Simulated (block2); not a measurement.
# PH2 (SMILES [PH2]): DMRG/STO-3G

Aim: the energy change on altering one bond length of PH2 at DMRG/STO-3G, from 2 runs. 

Program for the calculation: block2 0.5.4.

2 further runs of the same task are left out: 1 that didn't finish, 1 set aside as unsound or not needed.

## Step 1: The molecule

PH2 has 3 atoms, charge 0, and is taken as a doublet. SMILES: `[PH2]`. Geometry: relaxed at PBE0-D4/def2-TZVP.

Bond lengths: P1–H2 1.424 Å, P1–H3 1.424 Å. Angles: H2–P1–H3 91.5°.

## Step 2: A single-point energy at DMRG/STO-3G

integrals.py reads:

```python
from pyscf import ao2mo, cc, dft, gto, mcscf, mp, scf
from pyscf.tools import fcidump

geom = """
P      0.525730    -0.309370     0.258210
H      0.114640     1.051490     0.176750
H     -0.640370    -0.742120    -0.434970
"""
mol = gto.M(
    atom=geom,
    basis="sto-3g",
    spin=1,
    verbose=4,
)
print("nao = %d" % (mol.nao))
mf = scf.ROHF(mol)
mf.conv_tol = 1e-10
mf.max_cycle = 200
mf.kernel()
if not mf.converged:
    mf = mf.newton().run(mf.mo_coeff, mf.mo_occ)
print(f"SCF energy = {mf.e_tot:.10f}")
ref = scf.UHF(mol).run(mf.make_rdm1(), conv_tol=1e-10)
pt = mp.MP2(ref, frozen=5).run()
mycc = cc.CCSD(ref, frozen=5)
mycc.max_cycle = 150
mycc.kernel()
print("E(MP2) = %.10f" % (pt.e_tot))
if mycc.converged:
    print(f"E(CCSD) = {mycc.e_tot:.10f}")
    print("E(CCSD(T)) = %.10f" % (mycc.e_tot + mycc.ccsd_t()))
ks = dft.UKS(mol, xc="bhandhlyp").set(conv_tol=1e-9, verbose=3).run(mf.make_rdm1())
if ks.converged:
    print(f"E(BHLYP) = {ks.e_tot:.8f}")
ks = dft.UKS(mol, xc="m06l").set(conv_tol=1e-9, verbose=3).run(mf.make_rdm1())
if ks.converged:
    print(f"E(M06-L) = {ks.e_tot:.8f}")
ks = dft.UKS(mol, xc="m062x").set(conv_tol=1e-9, verbose=3).run(mf.make_rdm1())
if ks.converged:
    print(f"E(M06-2X) = {ks.e_tot:.8f}")
ks = dft.UKS(mol, xc="tpss").set(conv_tol=1e-9, verbose=3).run(mf.make_rdm1())
if ks.converged:
    print("E(TPSS) = %.8f" % (ks.e_tot))
ks = dft.UKS(mol, xc="tpssh").set(conv_tol=1e-9, verbose=3).run(mf.make_rdm1())
if ks.converged:
    print("E(TPSSh) = %.8f" % (ks.e_tot))
cas = mcscf.CASCI(mf, 6, 7)
h1, ecore = cas.get_h1eff()
fcidump.from_integrals("FCIDUMP", h1, cas.get_h2eff(), 6, 7, nuc=ecore, ms=1)
ci = mcscf.CASCI(mf, 6, (4, 3))
ci.fix_spin_(ss=0.75)
ci.fcisolver.conv_tol = 1e-10
ci.fcisolver.max_cycle = 200
ci.kernel()
print("FCI energy = %.10f" % (ci.e_tot))
```

block.conf reads:

```
sym c1
orbitals FCIDUMP
nelec 7
spin 1
irrep 1
occ 2 2 2 1 0 0
cbias 0.3
schedule
0 25 1E-08 1E-04
2 50 1E-08 1E-04
6 100 1E-08 1E-05
8 100 1E-09 0.0
end
maxiter 14
sweep_tol 1E-07
fiedler
mem 2g
num_thrds 1
prefix ./tmp
outputlevel 1
onepdm
```

Command:

```console
$ python integrals.py && block2main block.conf
```

The log of the run:

```text
$ python integrals.py

[INPUT] verbose = 4
[INPUT] num. atoms = 3
[INPUT] num. electrons = 17
[INPUT] charge = 0
[INPUT] spin (= nelec alpha-beta = 2S) = 1
[INPUT] symmetry False subgroup None
[INPUT] Mole.unit = angstrom
[INPUT] Symbol           X                Y                Z      unit          X                Y                Z       unit  Magmom
[INPUT]  1 P      0.525730000000  -0.309370000000   0.258210000000 AA    0.993485715468  -0.584624571157   0.487946182624 Bohr   0.0
[INPUT]  2 H      0.114640000000   1.051490000000   0.176750000000 AA    0.216638202920   1.987028122719   0.334009092517 Bohr   0.0
[INPUT]  3 H     -0.640370000000  -0.742120000000  -0.434970000000 AA   -1.210123918388  -1.402403551562  -0.821974172402 Bohr   0.0

nuclear repulsion = 11.4083856879067
number of shells = 7
number of NR pGTOs = 33
number of NR cGTOs = 11
basis = sto-3g
ecp = {}
CPU time:         0.53
nao = 11

******** <class 'pyscf.scf.rohf.ROHF'> ********
method = ROHF
initial guess = minao
damping factor = 0
level_shift factor = 0
DIIS = <class 'pyscf.scf.diis.CDIIS'>
diis_start_cycle = 1
diis_space = 8
diis_damp = 0
SCF conv_tol = 1e-10
SCF conv_tol_grad = None
SCF max_cycles = 200
direct_scf = True
direct_scf_tol = 1e-13
chkfile to save SCF result = tmpw5ji71nh
max_memory 1800 MB (current use 106 MB)
num. doubly occ = 8  num. singly occ = 1
[... 17 lines left out ...]
SCF energy = -338.0262704223
[... 75 lines left out ...]
Init t2, MP2 energy = -0.0282371725993613
[... 26 lines left out ...]
converged SCF energy = -338.622830137297  <S^2> = 0.75251142  2S+1 = 2.0025098
[... 21 lines left out ...]
converged SCF energy = -338.621749307826  <S^2> = 0.75279853  2S+1 = 2.0027966
[... 21 lines left out ...]
converged SCF energy = -338.640521727609  <S^2> = 0.75218107  2S+1 = 2.0021799
[... 20 lines left out ...]
CASCI converged
[... 38 lines left out ...]
integral sym error =            0
[... 30 lines left out ...]
Sweep =    5 | Direction = backward | Bond dimension =   50 | Noise =  1.00e-04 | Dav threshold =  1.00e-08
Time elapsed =      0.168 | E =    -338.0717133544 | DE = -1.78e-15 | DW = 5.17682e-15

Sweep =    6 | Direction =  forward | Bond dimension =  100 | Noise =  1.00e-05 | Dav threshold =  1.00e-08
Time elapsed =      0.195 | E =    -338.0717133544 | DE = 1.07e-14 | DW = 2.17193e-15

Sweep =    7 | Direction = backward | Bond dimension =  100 | Noise =  1.00e-05 | Dav threshold =  1.00e-08
Time elapsed =      0.222 | E =    -338.0717133544 | DE = -7.11e-15 | DW = 4.92198e-15

Sweep =    8 | Direction =  forward | Bond dimension =  100 | Noise =  0.00e+00 | Dav threshold =  1.00e-09
Time elapsed =      0.244 | E =    -338.0717133544 | DE = 1.78e-15 | DW = 1.00908e-16

Final canonical form =  LLLLLC 4
DMRG Energy = -338.071713354444285
npdm string = ['(C+D)0']

Build NPDM MPO | Nsites =     6 | Nmaxops =  2 | SymbolFree = T | Cutoff = 0.00e+00
 Site =     0 /     6 .. L =        4 R =        1 M =            0 Tmid = 0.000 T = 0.000
 Site =     1 /     6 .. L =        4 R =       11 M =           11 Tmid = 0.000 T = 0.000
 Site =     2 /     6 .. L =        4 R =        9 M =            9 Tmid = 0.000 T = 0.000
 Site =     3 /     6 .. L =        4 R =        7 M =            7 Tmid = 0.000 T = 0.000
 Site =     4 /     6 .. L =        4 R =        5 M =            5 Tmid = 0.000 T = 0.000
 Site =     5 /     6 .. L =        1 R =        4 M =            4 Tmid = 0.000 T = 0.000
Ttotal =      0.000

Expectation | Direction = backward | BRA bond dimension =   43 | KET bond dimension =   43
Time elapsed =      0.011
NPDM Sorting | Nsites =     6 | Nmaxops =  2 | DotSite = 2 | SymbolFree = T | Compressed = T | LowMem = F | Mem = 288 B
Ttotal =      0.000

DMRG OCC =   1.988 1.964 1.976 1.000 0.040 0.032
```

It took 5.7 s on 1 thread of Arm Neoverse V1, shared host; peak memory 0.16 GiB.

## Step 3: The distorted shape: a single-point energy at DMRG/STO-3G

make_fcidump.py reads:

```python
import numpy as np
from pyscf import ao2mo, cc, dft, gto, lo, mcscf, mp, scf
from pyscf.tools import fcidump

mol = gto.M(atom="mol.xyz", basis="sto-3g", charge=0, spin=1, verbose=3, max_memory=2000)
print("basis functions         : %d" % (mol.nao))
mf = scf.ROHF(mol)
mf.conv_tol = 1e-10
mf.max_cycle = 200
mf.kernel()
if not mf.converged:
    mf = mf.newton().run(mf.mo_coeff, mf.mo_occ)
print("reference energy        : %.10f" % (mf.e_tot))
# single-reference ladder for comparison
ref = scf.UHF(mol).run(mf.make_rdm1(), conv_tol=1e-10)
pt = mp.MP2(ref, frozen=5).run()
mycc = cc.CCSD(ref, frozen=5)
mycc.max_cycle = 150
mycc.kernel()
print("E(MP2)                  : %.10f" % (pt.e_tot))
if mycc.converged:
    print(f"E(CCSD)                 : {mycc.e_tot:.10f}")
    print("E(CCSD(T))              : %.10f" % (mycc.e_tot + mycc.ccsd_t()))
# a few density functionals on the same geometry and basis
ks = dft.UKS(mol, xc="bhandhlyp").set(conv_tol=1e-9, verbose=3).run(mf.make_rdm1())
if ks.converged:
    print("E(BHLYP)                : %.8f" % (ks.e_tot))
ks = dft.UKS(mol, xc="m06l").set(conv_tol=1e-9, verbose=3).run(mf.make_rdm1())
if ks.converged:
    print("E(M06-L)                : %.8f" % (ks.e_tot))
ks = dft.UKS(mol, xc="m062x").set(conv_tol=1e-9, verbose=3).run(mf.make_rdm1())
if ks.converged:
    print(f"E(M06-2X)               : {ks.e_tot:.8f}")
ks = dft.UKS(mol, xc="tpss").set(conv_tol=1e-9, verbose=3).run(mf.make_rdm1())
if ks.converged:
    print("E(TPSS)                 : %.8f" % (ks.e_tot))
ks = dft.UKS(mol, xc="tpssh").set(conv_tol=1e-9, verbose=3).run(mf.make_rdm1())
if ks.converged:
    print(f"E(TPSSh)                : {ks.e_tot:.8f}")
# split localisation
mo = mf.mo_coeff.copy()
for a, b in ((5, 8), (9, 11)):
    if b - a > 1:
        mo[:, a:b] = lo.PM(mol, mo[:, a:b]).kernel()
mf.mo_coeff = mo
# write the integrals of the correlated orbitals
cas = mcscf.CASCI(mf, 6, 7)
h1, ecore = cas.get_h1eff()
fcidump.from_integrals("FCIDUMP", h1, cas.get_h2eff(), 6, 7, nuc=ecore, ms=1)
# exact diagonalisation in the same space
ci = mcscf.CASCI(mf, 6, (4, 3))
ci.fix_spin_(ss=0.75)
ci.fcisolver.conv_tol = 1e-10
ci.fcisolver.max_cycle = 200
ci.kernel()
print(f"E(FCI)                  : {ci.e_tot:.10f}")
```

input.conf reads:

```
sym c1
orbitals FCIDUMP
nelec 7
spin 1
irrep 1
occ 2 2 2 1 0 0
cbias 0.2
schedule
0 50 1E-08 1E-04
4 75 1E-08 1E-04
7 100 1E-08 1E-05
11 100 1E-09 0.0
end
maxiter 17
sweep_tol 1E-06
gaopt default
mem 1g
num_thrds 1
prefix ./tmp
outputlevel 1
onepdm
```

Command:

```console
$ python make_fcidump.py && block2main input.conf
```

The log of the run:

```text
$ python make_fcidump.py
basis functions         : 11
converged SCF energy = -337.814838311177
reference energy        : -337.8148383112
converged SCF energy = -337.814842357063  <S^2> = 0.75015184  2S+1 = 2.0001518
E(UMP2) = -337.837532477896  E_corr = -0.0226901208331244
E(SCS-UMP2) = -337.842067753758  E_corr = -0.0272253966954491
E(UCCSD) = -337.8648056716256  E_corr = -0.04996331456287981
E(MP2)                  : -337.8375324779
E(CCSD)                 : -337.8648056716
UCCSD(T) correction = -4.35669401351133e-05
E(CCSD(T))              : -337.8648492386
converged SCF energy = -338.38693706088  <S^2> = 0.7502011  2S+1 = 2.0002011
E(BHLYP)                : -338.38693706

WARN: HOMO -0.0175087223995679 >= LUMO -0.0169001193803511

WARN: HOMO -0.0188634188528445 >= LUMO -0.0179268550418379

converged SCF energy = -338.414313396439  <S^2> = 1.75  2S+1 = 2.8284271
E(M06-L)                : -338.41431340
converged SCF energy = -338.387735450272  <S^2> = 0.75024661  2S+1 = 2.0002466
E(M06-2X)               : -338.38773545

WARN: HOMO -0.0417714821023479 >= LUMO -0.0415041502330492

WARN: HOMO -0.0336191970520308 >= LUMO -0.033302680084491

WARN: HOMO -0.039607888379164 >= LUMO -0.0409655245859664

converged SCF energy = -338.454605144297  <S^2> = 1.6305138  2S+1 = 2.7426366
E(TPSS)                 : -338.45460514

WARN: HOMO -0.0209172034590323 >= LUMO -0.0204356305812655
[... 1 line left out ...]
WARN: HOMO -0.0210820395582962 >= LUMO -0.0202326234196676
[... 1 line left out ...]
WARN: HOMO -0.0210746045194523 >= LUMO -0.0202646060540624
[... 1 line left out ...]
SCF not converged.
SCF energy = -338.393266994123 after 50 cycles  <S^2> = 0.75017258  2S+1 = 2.0001726
[... 38 lines left out ...]
integral sym error =            0
[... 39 lines left out ...]
Sweep =    8 | Direction =  forward | Bond dimension =  100 | Noise =  1.00e-05 | Dav threshold =  1.00e-08
Time elapsed =      0.282 | E =    -337.9313476381 | DE = -8.88e-15 | DW = 2.20171e-14

Sweep =    9 | Direction = backward | Bond dimension =  100 | Noise =  1.00e-05 | Dav threshold =  1.00e-08
Time elapsed =      0.314 | E =    -337.9313476381 | DE = 5.33e-15 | DW = 2.46226e-14

Sweep =   10 | Direction =  forward | Bond dimension =  100 | Noise =  1.00e-05 | Dav threshold =  1.00e-08
Time elapsed =      0.346 | E =    -337.9313476381 | DE = -3.55e-15 | DW = 2.20419e-14

Sweep =   11 | Direction = backward | Bond dimension =  100 | Noise =  0.00e+00 | Dav threshold =  1.00e-09
Time elapsed =      0.372 | E =    -337.9313476432 | DE = -5.10e-09 | DW = 2.62947e-17

Final canonical form =  CRRRRR 0
DMRG Energy = -337.931347643223944
npdm string = ['(C+D)0']

Build NPDM MPO | Nsites =     6 | Nmaxops =  2 | SymbolFree = T | Cutoff = 0.00e+00
 Site =     0 /     6 .. L =        4 R =        1 M =            0 Tmid = 0.000 T = 0.000
 Site =     1 /     6 .. L =        4 R =       11 M =           11 Tmid = 0.000 T = 0.000
 Site =     2 /     6 .. L =        4 R =        9 M =            9 Tmid = 0.000 T = 0.000
 Site =     3 /     6 .. L =        4 R =        7 M =            7 Tmid = 0.000 T = 0.000
 Site =     4 /     6 .. L =        4 R =        5 M =            5 Tmid = 0.000 T = 0.000
 Site =     5 /     6 .. L =        1 R =        4 M =            4 Tmid = 0.000 T = 0.000
Ttotal =      0.000

Expectation | Direction =  forward | BRA bond dimension =   64 | KET bond dimension =   64
Time elapsed =      0.011
NPDM Sorting | Nsites =     6 | Nmaxops =  2 | DotSite = 2 | SymbolFree = T | Compressed = T | LowMem = F | Mem = 288 B
Ttotal =      0.000

DMRG OCC =   1.995 1.967 1.000 1.017 0.983 0.038
```

It took 13 s on 1 thread of Arm Neoverse V1, shared host; peak memory 0.17 GiB.

## Step 4: Outcome

Level: DMRG/STO-3G, 5 core orbitals frozen.

| quantity | value |
| --- | --- |
| run 1, DMRG/STO-3G: total energy | -338.07171 Eh |
| distorted shape: total energy | -337.93135 Eh |
| energy change with the P1–H2 bond stretched from 1.424 to 3.133 Å | 3.820 eV |

What this shows: With the P1–H2 bond stretched from 1.424 to 3.133 Å the energy rises by 3.82 eV (88 kcal/mol). The first shape isn't relaxed at this level, so the change isn't measured from a minimum. The minimal basis adds a large error of its own.
